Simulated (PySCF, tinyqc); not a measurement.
Inside a calculation. Method: RKS/PBE in the sto-3g basis, for CH+, spin multiplicity 1. The lowest restricted solution is unstable here: a spin-polarised one lies 0.0034 hartree lower (PySCF). Computed by tinyqc, a small Python program that keeps every step (integrals from PySCF). Settings: charge = 1, multiplicity = 1, basis = sto-3g, energy threshold = 1e-09, iteration cap = 70, orthogonalisation = canonical, start = Wolfsberg-Helmholz matrix, DIIS depth = 4, shift = 0.5, method = RKS, functional = pbe,pbe, grid = [30, 14]. Command: `OMP_NUM_THREADS=1 python tinyqc.py 21544 21545 out.jsonl` (the two numbers bound the seeds that draw the settings). One thread of a shared host (Intel(R) Xeon(R) Processor @ 2.60GHz), about 0.7 s of CPU time with the checks.

Geometry (angstrom):
```
atom       x       y       z
C     0.0000  0.0000  0.0000
H     0.0000  0.0000  1.7330
```

Stop when the energy changes by less than 1e-09 hartree and every element of the error matrix X^T (F D S - S D F) X is below 9e-06.

Course of the cycle:
```
iteration  E (hartree)     change  largest element of the error matrix
1           -36.845761          -                             2.56e-01
2           -37.052085  -2.06e-01                             1.64e-01
3           -37.201550  -1.49e-01                             1.33e-01
4           -37.170729   3.08e-02                             1.68e-01
5           -37.115069   5.57e-02                             2.73e-01
6           -37.075614   3.95e-02                             3.32e-01
7           -37.203819  -1.28e-01                             1.87e-01
8           -37.226449  -2.26e-02                             1.48e-01
9           -37.243388  -1.69e-02                             1.08e-01
10          -37.254993  -1.16e-02                             7.94e-02
11          -37.261414  -6.42e-03                             5.62e-02
12          -37.265151  -3.74e-03                             3.88e-02
13          -37.267084  -1.93e-03                             2.71e-02
14          -37.268024  -9.40e-04                             1.91e-02
...                ...        ...                                  ...
57          -37.468884  -2.05e-02                             1.42e-01
58          -37.492098  -2.32e-02                             8.93e-02
59          -37.500599  -8.50e-03                             6.18e-02
60          -37.504765  -4.17e-03                             4.14e-02
61          -37.506772  -2.01e-03                             2.69e-02
62          -37.507630  -8.59e-04                             1.87e-02
63          -37.508092  -4.61e-04                             1.26e-02
64          -37.508335  -2.43e-04                             8.72e-03
65          -37.508475  -1.41e-04                             6.21e-03
66          -37.508587  -1.11e-04                             4.33e-03
67          -37.508653  -6.66e-05                             4.32e-03
68          -37.508702  -4.92e-05                             3.61e-03
69          -37.508736  -3.36e-05                             3.39e-03
70          -37.508760  -2.36e-05                             3.36e-03
```

Can the last value be used, and what does the course show?

Not by the stop rule. Not converged within the cap of 70 iterations: the residual falls steadily but slowly, by a factor of about 0.77 a step. Reruns (cap 100 unless said): DIIS 8: converged in 8; damping 0.5: not converged; level shift 0.5: not converged; atomic densities as start, DIIS 8: converged in 8; the original settings with a cap of 400: converged in 119. PySCF RKS in the same basis, fine grid = -37.513551 hartree, which differs from a converged run on this coarse grid by the grid error.
